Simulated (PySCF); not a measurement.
One of the candidates below gave these computed data.

All candidates are C4H5N.

| technique | computed result |
| --- | --- |
| NMR, other nuclei | isotropic shieldings of nuclei other than C and H, by class: 98 (1 N) ppm [GIAO PBE0/pcSseg-1] |
| Dipole | 1.98 D [PBE0/pcSseg-1] |
| Couplings | largest of the computed one-bond spin–spin couplings (means over like bonds): 13C–1H +187.4 (×2), 13C–1H +176.4 (×2), 15N–1H -100.1, 13C–13C +74.6 (×2), 13C–13C +57.1, 15N–13C -16.2 (×2) Hz [B3LYP/pcJ-1, spin–dipole term left out for some pairs] |
| 1H NMR | chemical shifts (computed TMS as zero) by class: 7.71 (1 H), 6.71 (2 H), 6.47 (2 H) ppm [GIAO PBE0/pcSseg-1] |
| Rotational structure | rotational constants A, B, C: 9.383, 9.122, 4.625 GHz [GFN2-xTB] |
| 13C NMR | chemical shifts (computed TMS as zero) by class: 119.5 (2 C), 113.6 (2 C) ppm [GIAO PBE0/pcSseg-1] |

Electronic properties: PySCF, gas phase, density fitting. Levels stand in brackets. Isolated species at its GFN2-xTB geometry, gas phase. NMR values are class means; diastereotopic atoms form classes of their own.

Task: Which candidate is it?
A. `c1cc[nH]c1`
B. `C#C/C=N/C`
C. `C=CC1=NC1`

Result: A. It is `c1cc[nH]c1`. Numbering: `[cH:1]1[cH:2][cH:3][nH:4][cH:5]1`. Its formula, C4H5N, gives 3 degrees of unsaturation: 1 ring and 2 π bonds in the structure found (Kekulé form). 4 carbons fall into 2 classes; from least to most shielded: aromatic CH next to a ring nitrogen [C3/C5] (119.5 ppm, 2 C), aromatic CH carbon [C1/C2] (113.6 ppm, 2 C). Hydrogen classes from least to most shielded: 1 H on a pyrrole-type nitrogen, N4 (7.71 ppm), 2 H on 2 like atoms (aromatic CH next to a ring nitrogen), C3/C5 (6.71 ppm), 2 H on 2 aromatic CH carbons, C1/C2 (6.47 ppm). The other shieldings belong to: 98 ppm, pyrrole-type nitrogen [N4]. The couplings run between: +187.4 Hz, aromatic CH next to a ring nitrogen [C3] and its hydrogen (with 1 like pair); +176.4 Hz, aromatic CH carbon [C1] and its hydrogen (with 1 like pair); -100.1 Hz, pyrrole-type nitrogen [N4] and its hydrogen; +74.6 Hz, aromatic CH carbon [C1] and aromatic CH next to a ring nitrogen [C5] (with 1 like pair); +57.1 Hz, aromatic CH carbon [C1] and aromatic CH carbon [C2]; -16.2 Hz, pyrrole-type nitrogen [N4] and aromatic CH next to a ring nitrogen [C3] (with 1 like pair). The optimised geometry has point group C2v and is an asymmetric top.

The others, at the same levels:
- `C#C/C=N/C` fails: it has 4 carbon classes against 2; its computed 13C shifts are 146.7 (1 C), 87.2 (1 C), 86.2 (1 C), 52.4 (1 C) ppm, 1H shifts are 7.65 (1 H), 3.84 (3 H), 2.59 (1 H) ppm and rotational constant A is 46.070 GHz (against 9.383 GHz).
- `C=CC1=NC1` fails: it has 4 carbon classes against 2; its computed 13C shifts are 173.8 (1 C), 143.1 (1 C), 130.2 (1 C), 19.7 (1 C) ppm, 1H shifts are 7.45 (1 H), 6.72 (1 H), 6.41 (1 H), 1.31 (2 H) ppm and rotational constant A is 16.629 GHz (against 9.383 GHz).

Each candidate is one conformer, not necessarily the lowest. The conformers computed, where there is a choice (atom-mapped SMILES and torsion angles):
- `[CH2:1]=[CH:2][C:3]1=[N:4][CH2:5]1`: C1–C2–C3–N4 180°
